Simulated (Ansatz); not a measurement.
Input for Ansatz (development build ahead of 0.2.0):

```yaml
crystal:
  periodic: [false, false, false]
  atoms:
    - { symbol: C, position_ang: [-0.00209, 0.00591, -0.73117] }
    - { symbol: C, position_ang: [-0.00123, 0.00992, 0.72298] }
    - { symbol: H, position_ang: [-0.0097, -0.93447, -1.30109] }
    - { symbol: H, position_ang: [0.00217, 0.92401, -1.29786] }
    - { symbol: H, position_ang: [-0.92799, 0.00882, 1.30378] }
    - { symbol: H, position_ang: [0.93429, 0.00539, 1.31083] }
basis:
  gaussian: { orbitals: STO-3G }
magnetization:
  spin_polarized: true
  initial_magnetization: 2
hamiltonian:
  xc: hf
correlation:
  method: mp2
  frozen_orbitals: { C: 1, H: 0 }
```

The input is written out in the form of the current development build from the run's settings.

Output:

```json
{"Converged": "yes", "Reference energy": "-77.01486 hartree", "Correlation energy": "-0.07199 hartree", "Total energy": "-77.08685 hartree", "Spin squared of the determinant": "2.013"}
```

Caution: another spin multiplicity may lie lower.
